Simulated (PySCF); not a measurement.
Calculation: B3LYP-D3(BJ)/def2-TZVP // PBE0-D4/def2-TZVP (PySCF 2.14.0). Isolated molecules, 0 K electronic values unless said otherwise. B3LYP has the VWN-RPA correlation part, as in Gaussian. 

Reference species (SMILES): `[CH2]C` (neutral, multiplicity 2).

```json
{
 "highest_occupied_spin_orbital": "-5.61 eV"
}
```

Changed species: `[SeH]` (radical fragment; the reference has radical fragment).

**Question.** Give the shifts of the highest occupied spin orbital.

**Answer.** the highest occupied spin orbital drops by 1.16 eV, to -6.77 eV.
